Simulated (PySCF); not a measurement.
C2H, SMILES [C]#C, multiplicity 2. Atoms are numbered in the order given.

```xyz
3

C      0.0000     0.0000     0.7281
C      0.0000     0.0000    -0.4720
H      0.0000     0.0000    -1.5363
```
Charge 0, spin multiplicity 2.

Geometry: B3LYP-D3(BJ)/def2-TZVPD. The isomer is the one that the SMILES or the coordinates give; other isomers of the formula were not compared.

Two levels are set side by side: PBE/pcH-1 (PySCF) and PBE0/pcH-1 (PySCF). Contact hyperfine couplings, same geometry. Differences are taken from unrounded values.

| quantity | PBE0 | PBE | PBE minus PBE0 |
|---|---|---|---|
| A(iso) of 13C, atom C1 (MHz) | 1065.1 | 1027.2 | -37.9 |
| A(iso) of 13C, atom C2 (MHz) | 215.1 | 218.0 | 2.9 |
| A(iso) of 1H, atom H3 (MHz) | 64.1 | 61.1 | -3.0 |

Rough cost on one machine, each run with all the roots and properties that it gave: PBE0 against PBE within a factor of 2.
